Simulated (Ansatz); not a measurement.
Base system: Si in the diamond structure (space group Fd-3m, No. 227; a = 5.4699 Å).

Calculations: PBE/PAW in Ansatz (an electronic-structure program), spin-orbit coupling left out, earlier PAW set.

```
level  band gap  lattice parameter a
-----  --------  -------------------
PBE     0.61 eV              5.470 Å
```

From these computed values, estimate the measured ones, and say how each level misses.

Measured: band gap 1.23 eV (static lattice; corrected from measurement; as listed in Wei Chen et al., Physical Review Materials (2018)); lattice parameter a 5.421 Å (static lattice; corrected from measurement; as listed in Daniel Mejia-Rodriguez, S. B. Trickey, Phys. Rev. B (2018)). Computed minus measured — band gap: PBE -0.62 eV; lattice parameter a: PBE +0.9 %. A measured gap can be an optical one, lowered by exciton binding.

Gaps are read on the SCF mesh and a high-symmetry path. Stability against distortions was not tested.
